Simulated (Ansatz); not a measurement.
Born–Oppenheimer molecular dynamics of H₆OSi (8 atoms, charge 0, multiplicity 1). It starts at the highest image of a converged band. Of that band: Neighbouring images differ by up to 1.3 eV, so the band resolves the path poorly. A vibrational analysis at the climbing image gives one clearly imaginary mode, 1099i cm⁻¹: a first-order saddle point.

Level of theory: Ansatz, RKS PBE-D4/def2-SVP.

* ensemble: NVE (velocity Verlet)
* time step: 0.5 fs
* steps asked: 200
* starting velocities drawn for: 100 K
* seed: 2813

Frames 2.5 fs apart, positions in Å, forces in eV/Å.

Velocities at 15.0 fs (Å/ps):

```
Si 2.28 0.98 -0.37
H 8.39 -5.98 -18.40
H -4.31 7.76 -6.15
H 7.31 -4.88 -1.10
H -12.23 -3.25 13.95
O -2.56 -1.43 1.61
H 0.27 3.43 -5.71
H -22.44 -1.86 2.16
```

```xyz
8
Properties=species:S:1:pos:R:3:forces:R:3 time_fs=15.0 energy_less_start_eV=-0.022 T=128
Si -0.212 0.081 -0.127 0.96 0.42 -0.51
H -0.127 0.663 1.409 0.19 0.10 0.07
H 1.080 -0.697 0.051 0.00 0.12 -0.11
H -0.116 1.484 -0.687 0.18 -0.10 -0.13
H -0.811 -0.649 -1.342 -0.07 -0.09 0.19
O -1.855 -0.347 0.778 -0.96 0.20 0.37
H -2.137 -1.254 0.986 -0.14 -0.46 -0.01
H -1.379 0.114 1.567 -0.16 -0.20 0.14
8
Properties=species:S:1:pos:R:3:forces:R:3 time_fs=17.5 energy_less_start_eV=-0.069 T=189
Si -0.206 0.084 -0.129 0.79 0.48 -0.47
H -0.100 0.652 1.367 0.12 0.16 0.24
H 1.073 -0.677 0.032 0.35 -0.12 -0.15
H -0.092 1.470 -0.696 0.17 0.07 -0.29
H -0.844 -0.660 -1.302 -0.07 -0.12 0.04
O -1.863 -0.350 0.782 -1.11 0.13 0.27
H -2.142 -1.263 0.973 -0.13 -0.39 0.04
H -1.439 0.103 1.578 -0.12 -0.21 0.32
8
Properties=species:S:1:pos:R:3:forces:R:3 time_fs=20.0 energy_less_start_eV=-0.136 T=276
Si -0.197 0.088 -0.131 0.78 0.46 -0.42
H -0.067 0.650 1.338 0.00 0.14 0.29
H 1.085 -0.662 0.004 0.43 -0.20 -0.20
H -0.059 1.460 -0.721 0.13 0.10 -0.35
H -0.880 -0.678 -1.261 -0.01 -0.10 -0.05
O -1.875 -0.353 0.788 -1.31 -0.65 0.52
H -2.153 -1.291 0.961 0.12 0.49 -0.11
H -1.507 0.080 1.608 -0.13 -0.22 0.32
8
Properties=species:S:1:pos:R:3:forces:R:3 time_fs=22.5 energy_less_start_eV=-0.235 T=403
Si -0.187 0.093 -0.135 1.05 0.39 -0.38
H -0.034 0.655 1.326 -0.12 0.05 0.14
H 1.121 -0.659 -0.036 0.13 -0.07 -0.23
H -0.018 1.456 -0.767 0.04 -0.07 -0.27
H -0.917 -0.702 -1.222 0.10 -0.01 -0.03
O -1.893 -0.357 0.796 -1.02 -0.21 0.89
H -2.159 -1.296 0.943 0.02 0.20 -0.10
H -1.583 0.043 1.655 -0.20 -0.27 -0.02
8
Properties=species:S:1:pos:R:3:forces:R:3 time_fs=25.0 energy_less_start_eV=-0.318 T=511
Si -0.175 0.098 -0.139 1.37 0.31 -0.39
H -0.007 0.664 1.322 -0.18 -0.06 -0.11
H 1.165 -0.659 -0.089 -0.24 0.11 -0.19
H 0.025 1.446 -0.828 -0.07 -0.26 -0.11
H -0.948 -0.727 -1.184 0.22 0.10 0.02
O -1.914 -0.363 0.807 -0.73 0.56 1.02
H -2.165 -1.292 0.920 -0.22 -0.60 -0.09
H -1.671 -0.010 1.702 -0.17 -0.16 -0.15
8
Properties=species:S:1:pos:R:3:forces:R:3 time_fs=27.5 energy_less_start_eV=-0.403 T=620
Si -0.159 0.105 -0.144 1.48 0.22 -0.46
H 0.009 0.669 1.311 -0.18 -0.11 -0.27
H 1.195 -0.654 -0.153 -0.39 0.18 -0.09
H 0.065 1.422 -0.896 -0.14 -0.29 0.03
H -0.966 -0.746 -1.146 0.26 0.15 0.04
O -1.938 -0.367 0.822 -0.92 -0.23 0.85
H -2.182 -1.315 0.890 -0.06 0.03 -0.22
H -1.768 -0.071 1.743 -0.05 0.04 0.12
8
Properties=species:S:1:pos:R:3:forces:R:3 time_fs=30.0 energy_less_start_eV=-0.491 T=734
Si -0.141 0.112 -0.150 1.33 0.11 -0.60
H 0.014 0.668 1.285 -0.13 -0.05 -0.20
H 1.204 -0.639 -0.222 -0.24 0.10 0.03
H 0.096 1.382 -0.963 -0.17 -0.13 0.07
H -0.969 -0.756 -1.105 0.17 0.11 0.01
O -1.965 -0.371 0.840 -1.02 -0.83 0.90
H -2.203 -1.338 0.847 0.08 0.64 -0.21
H -1.869 -0.131 1.788 -0.04 0.04 0.00
8
Properties=species:S:1:pos:R:3:forces:R:3 time_fs=32.5 energy_less_start_eV=-0.573 T=839
Si -0.120 0.119 -0.157 1.02 0.02 -0.82
H 0.012 0.664 1.248 -0.05 0.07 0.07
H 1.199 -0.618 -0.290 0.13 -0.08 0.13
H 0.117 1.334 -1.027 -0.16 0.14 0.04
H -0.962 -0.760 -1.064 0.00 0.00 -0.05
O -1.996 -0.379 0.861 -0.81 -0.07 1.12
H -2.220 -1.329 0.793 -0.09 -0.02 -0.13
H -1.972 -0.189 1.832 -0.04 -0.06 -0.36
8
Properties=species:S:1:pos:R:3:forces:R:3 time_fs=35.0 energy_less_start_eV=-0.624 T=905
Si -0.096 0.126 -0.166 0.76 -0.06 -1.07
H 0.007 0.665 1.216 0.01 0.18 0.34
H 1.201 -0.602 -0.350 0.41 -0.20 0.20
H 0.129 1.294 -1.087 -0.15 0.33 0.04
H -0.955 -0.763 -1.025 -0.15 -0.10 -0.07
O -2.030 -0.387 0.887 -0.67 0.30 0.73
H -2.242 -1.320 0.730 -0.18 -0.37 -0.06
H -2.077 -0.249 1.858 -0.03 -0.08 -0.10
8
Properties=species:S:1:pos:R:3:forces:R:3 time_fs=37.5 energy_less_start_eV=-0.687 T=986
Si -0.071 0.133 -0.178 0.75 -0.11 -1.19
H 0.003 0.676 1.202 0.04 0.16 0.27
H 1.226 -0.596 -0.398 0.33 -0.14 0.28
H 0.131 1.272 -1.145 -0.16 0.32 0.13
H -0.956 -0.773 -0.991 -0.15 -0.09 0.00
O -2.067 -0.393 0.915 -0.70 -0.46 0.04
H -2.274 -1.325 0.665 -0.01 0.46 0.24
H -2.185 -0.315 1.878 -0.08 -0.14 0.22
8
Properties=species:S:1:pos:R:3:forces:R:3 time_fs=40.0 energy_less_start_eV=-0.763 T=1084
Si -0.044 0.140 -0.192 0.86 -0.13 -1.11
H 0.002 0.696 1.202 0.04 0.00 -0.08
H 1.270 -0.599 -0.430 0.00 0.05 0.34
H 0.124 1.269 -1.194 -0.16 0.17 0.28
H -0.965 -0.786 -0.956 -0.02 0.02 0.12
O -2.107 -0.402 0.943 -0.67 -0.37 0.39
H -2.307 -1.309 0.614 -0.03 0.42 0.33
H -2.297 -0.390 1.908 -0.02 -0.17 -0.26
8
Properties=species:S:1:pos:R:3:forces:R:3 time_fs=42.5 energy_less_start_eV=-0.836 T=1179
Si -0.016 0.146 -0.208 0.86 -0.12 -0.94
H 0.002 0.716 1.198 0.03 -0.14 -0.36
H 1.313 -0.598 -0.442 -0.24 0.20 0.33
H 0.107 1.276 -1.227 -0.13 0.04 0.35
H -0.975 -0.799 -0.914 0.14 0.13 0.18
O -2.148 -0.411 0.974 -0.53 0.38 0.94
H -2.343 -1.272 0.579 -0.19 -0.41 -0.05
H -2.410 -0.473 1.923 0.07 -0.07 -0.46
```

Of the whole run (100 fs, mean temperature of the second half 1581 K): The conserved energy stayed within 0.037 meV per atom of its start (net change 0.018 meV per atom), so the integration is sound. The kinetic energy rose, since the run started high on the potential surface and went downhill. It ends in pieces (H2O + H4Si), so much of that is their flight and rotation, not heat. A run of 0.1 ps of so small a system gives no equilibrium averages. The orbitals stay closed-shell, which can raise the energy where a bond breaks towards radicals; this wasn't checked here.

The run took 3.3 min on 1 thread of Arm Neoverse V2 (shared host), peak memory 0.1 GiB.
